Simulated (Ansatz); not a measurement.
# The oxygen atom (triplet): from Hartree-Fock to the top rungs, cc-pVQZ

Aim: climb from Hartree-Fock through coupled cluster and multireference methods for the oxygen atom (triplet) at one geometry and basis, and see what each rung misses.

The runs use Ansatz 0.2.0, Gaussian basis; cc-pVQZ, core rule «outside noble gas», up to 1 orbitals frozen.

The runs, in order: UHF; CCSD(T) on ROHF; CCSD(T) on UHF; BCCD(T) on ROHF; CISD; CCSDT(Q) on ROHF; CCSDT(Q) on UHF; CASSCF and MRCISD+Q, 6 electrons in 4 orbitals; CASSCF and MRCISD+Q(relaxed), 6 electrons in 4 orbitals; CASSCF and NEVPT4(SD), 6 electrons in 4 orbitals; CASSCF and NEVPT2, 6 electrons in 4 orbitals.

## Step 1: The atom

A free atom, in its lowest state of this spin that the program finds.

1 atom, charge 0, spin multiplicity 3.

## Step 2: UHF

Input file in.yaml:

```yaml
crystal:
  periodic: [false, false, false]
  atoms:
    - {symbol: O, position_ang: [0.000000, 0.000000, 0.000000]}
basis:
  gaussian: {orbitals: cc-pVQZ}
magnetization: {spin_polarized: true, initial_magnetization: 2}
hamiltonian: {xc: hf}
output: {orbitals: {seedname: orbitals}}
```

The run is started by

```
$ ansatz run in.yaml --threads 1 --pin off --events-out ev --progress --plain --max-ram 2393MiB
```

Further steps of the session: CCSD(T) on ROHF; CCSD(T) on UHF; BCCD(T) on ROHF; CISD; CCSDT(Q) on ROHF; CCSDT(Q) on UHF; CASSCF and MRCISD+Q, 6 electrons in 4 orbitals; CASSCF and MRCISD+Q(relaxed), 6 electrons in 4 orbitals; CASSCF and NEVPT4(SD), 6 electrons in 4 orbitals; CASSCF and NEVPT2, 6 electrons in 4 orbitals.

Q: Predict the results of all the runs planned. Wanted: UCCSDT(Q) below the RHF energy; RMP2 from UCCSDT(Q); UMP2 from UCCSDT(Q); RCCSD from UCCSDT(Q); RCCSD(T) from UCCSDT(Q); UCCSD(T) from UCCSDT(Q); RCCSDT(Q) from UCCSDT(Q); NEVPT2 valence from UCCSDT(Q); NEVPT4(SD) valence from UCCSDT(Q).

**Answer**, as computed:

| quantity | value |
| --- | --- |
| UCCSDT(Q) below the RHF energy | -4.9827 eV |
| RMP2 from UCCSDT(Q) | +510.7 meV |
| UMP2 from UCCSDT(Q) | +518.9 meV |
| RCCSD from UCCSDT(Q) | +116.0 meV |
| RCCSD(T) from UCCSDT(Q) | +13.3 meV |
| UCCSD(T) from UCCSDT(Q) | +10.6 meV |
| RCCSDT(Q) from UCCSDT(Q) | +3.0 meV |
| NEVPT2 valence from UCCSDT(Q) | +821.2 meV |
| NEVPT4(SD) valence from UCCSDT(Q) | +81.2 meV |
| MRCISD+Q valence from UCCSDT(Q) | +28.4 meV |
| levels within 1 kcal/mol (43 meV) | RCCSD(T), UCCSD(T), BCCD(T), RCCSDT, UCCSDT, RCCSDT(Q), MRCISD+Q valence, MRCISD+Q(relaxed) valence |
| T1 diagnostic | 0.015 |
| effectively unpaired electrons | 2.00 |

What this shows: RCCSD(T) lands +13.3 meV from the yardstick (0.3 % of the correlation energy). One determinant dominates. Of the multireference levels listed MRCISD+Q valence comes nearest in total energy (+28.4 meV), which doesn't show that its space is the better one. These misses are within one basis, not against nature; the frozen cores of restricted and unrestricted runs differ, which can shift their rows.
